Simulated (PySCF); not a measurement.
**How methods differ on the ionisation energy of Be**

Be [He] 2s2 (1S) → Be⁺ [He] 2s1 (2S), as a difference of total energies. Computed with PySCF 2.14 in aug-cc-pCVTZ-DK, with the spin-free X2C one-electron Hamiltonian (Gaussian nucleus). Correlated levels: valence: 1s2 frozen. The calculations carry no spin-orbit coupling.

**Question.** Order these methods by the ionisation energy they give, lowest first.
A. SCS-MP2 (valence)
B. MP2 (valence)
C. UHF
D. CCSD (valence)

**Answer.** C (8.044 eV), B (8.826 eV), A (8.983 eV), D (9.290 eV).

Errors of the correlated levels include the incompleteness of this basis and the frozen core.

With two correlated electrons CCSD is exact in that space.

For comparison: 9.323 eV (measured; NIST Atomic Spectra Database, ionization energies).
